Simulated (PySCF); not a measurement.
**E-2,4-pentadienenitrile: full NMR table**

* Formula: C5H5N
* SMILES: C=C/C=C/C#N
* InChI: InChI=1S/C5H5N/c1-2-3-4-5-6/h2-4H,1H2/b4-3+
* Point group of the computed structure: Cs
* Degrees of unsaturation: 4
* Carbon signals: 5
* Proton signals: 5

Molfile (atoms numbered from 1):
```
C5H5N
     RDKit          3D

 11 10  0  0  0  0  0  0  0  0999 V2000
   -1.7475    1.0671   -0.8372 C   0  0  0  0  0  0  0  0  0  0  0  0
   -0.8912    0.6717    0.1051 C   0  0  0  0  0  0  0  0  0  0  0  0
    0.2241   -0.2020   -0.1601 C   0  0  0  0  0  0  0  0  0  0  0  0
    1.0898   -0.6010    0.7835 C   0  0  0  0  0  0  0  0  0  0  0  0
    2.1814   -1.4607    0.5079 C   0  0  0  0  0  0  0  0  0  0  0  0
    3.0743   -2.1609    0.3025 N   0  0  0  0  0  0  0  0  0  0  0  0
   -2.5780    1.7243   -0.6122 H   0  0  0  0  0  0  0  0  0  0  0  0
   -1.6390    0.7416   -1.8665 H   0  0  0  0  0  0  0  0  0  0  0  0
   -1.0182    1.0116    1.1298 H   0  0  0  0  0  0  0  0  0  0  0  0
    0.3598   -0.5444   -1.1823 H   0  0  0  0  0  0  0  0  0  0  0  0
    0.9821   -0.2744    1.8130 H   0  0  0  0  0  0  0  0  0  0  0  0
  1  2  2  0
  2  3  1  0
  3  4  2  0
  4  5  1  0
  5  6  3  0
  1  7  1  0
  1  8  1  0
  2  9  1  0
  3 10  1  0
  4 11  1  0
M  END
```

[PySCF 2.14.0 with density-fitted response routines: PBE0-D3(BJ)/def2-TZVP geometry; PBE0/pcSseg-2 with gauge-including orbitals; isolated molecule; a single conformation; non-relativistic]

δ = σ(ref) − σ, references computed at the same level: ¹H (31.52 ppm) and ¹³C (186.03 ppm) vs TMS; ¹⁵N (263.78 ppm) against NH3.

| carbon | δC, type | δH (multiplicity) | HMBC from (2–3 bonds) | span of the C tensor (ppm) |
| --- | --- | --- | --- | --- |
| C1 | 138.2, CH2 | H7 5.86 (m); H8 5.93 (m) | H10, H9 | 224 |
| C2 | 147.8, CH | 6.84 (m) | H10, H8, H7, H11 | 230 |
| C3 | 163.4, CH | 7.31 (m) | H9, H8, H7, H11 | 242 |
| C4 | 110.3, CH | 5.48 (d) | H10, H9 | 178 |
| C5 | 126.0, C | – | H10, H11 | 349 |

Other nuclei:
```csv
atoms,nucleus,environment,δ (ppm),σ (ppm)
N6,¹⁵N,nitrile nitrogen,322.1,-58.4
```

- Carbon types of the structure: 1 × C, 3 × CH, 1 × CH2, which accounts for all hydrogens.
- δC 163.4, 147.8, 110.3: alkene CH; as expected for a trigonal carbon in a double bond.
- δC 138.2: terminal =CH2 carbon; as expected for a trigonal carbon in a double bond.
- δC 126.0: nitrile carbon; typical of a nitrile.
- δH 7.31, 6.84, 5.48: hydrogen on an alkene CH; a vinylic proton, deshielded by the sp2 carbon and the C=C anisotropy.
- δH 5.93, 5.86: hydrogen on a terminal =CH2 carbon; a vinylic proton, deshielded by the sp2 carbon and the C=C anisotropy.

Shifts are as computed. Against solution values, carbons near 30 ppm lie about +3 ppm off and those near 130 ppm about +9 ppm. Of 1211 compounds with measured shifts, 218 miss one by over three times the rms of a fit or turn the order of signals round; such compounds aren't used in these exercises. Experimental scales use liquid or dissolved standards, which lie at an offset from isolated NH3 (liquid NH3: subtract about 20 ppm). Unscaled 15N shifts of sp2 nitrogen come out 20 to 40 ppm too high even then. No couplings were computed; multiplicities are counted from neighbouring protons, with m where these are inequivalent, close in shift, in a saturated or five-membered ring or joined by F or P, and br s for small geminal =CH2 splittings.
